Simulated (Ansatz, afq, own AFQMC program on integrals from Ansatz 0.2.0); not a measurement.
# YClO⁺, doublet: AFQMC among the cluster methods

```yaml
atoms:
  - { symbol: Y, position_ang: [0.0000, -0.3408, -0.4244] }
  - { symbol: O, position_ang: [0.0000, 1.1295, -1.8562] }
  - { symbol: Cl, position_ang: [0.0000, 0.3450, 1.9018] }
```

Connectivity, by distances: O–Y–Cl.

Basis def2-SVP with its core potentials. Noble-gas cores (and the filled d shells of Ga–Kr and In–Xe) are frozen. Ansatz 0.2.0 and our own AFQMC program on the same integrals; the CISD trial comes from CCSD amplitudes, and released means the phaseless constraint is let go. Uncertainties: one standard error, sampling alone. No spin–orbit coupling. The metal's outer-core s and p shells are frozen, which shifts wave-function levels against functionals.

Determinant: UHF, the one that the program's search chose, which needn't be the lowest solution. The geometry is a PBE0/def2-TZVP stationary point of this or a neighbouring charge and spin state.

No full CI on the walks' own integrals is used here; CCSDT(Q) serves as the reference and is uncertain by about the last step of the cluster series.

Cautions: no spin-orbit coupling; outer-core shells of the metal frozen.

```
T1 diagnostic                               : 0.0254
weight of the determinant in the CISD state : 0.872
⟨S²⟩ of the determinant                     : 0.760
size of the correlated space                : 15 electrons in 53 orbitals
```

Reference: CCSDT(Q), correlation energy -9.469 eV. The released energy is read at 1.80 1/Eh, later times being too noisy (meV from the phaseless value at times in 1/Eh: -17 ± 9 at 0.24, -17 ± 5 at 0.60, -7 ± 7 at 1.20, -2 ± 9 at 1.80, -7 ± 13 at 2.60).

| level | E − E(reference) (kJ/mol) | share of correlation (%) |
| --- | --- | --- |
| HF | 913.6 | 0.00 |
| MP2 | 84.2 | 90.79 |
| CCSD | 29.8 | 96.74 |
| CCSD(T) | 4.9 | 99.47 |
| CCSDT | 2.6 | 99.71 |
| ph-AFQMC/HF | -4.2 ± 3.3 | 100.46 |
| ph-AFQMC/CISD | 1.2 ± 0.5 | 99.87 |
| released AFQMC | 0.9 ± 0.9 | 99.90 |

A walk keeps the symmetry of its determinant, which the program's search chose and which needn't be the lowest solution, so a lower state of the same spin and another symmetry isn't excluded. Released energies are given only where the last usable release times agree within the noise; a slower fall can still hide under it.
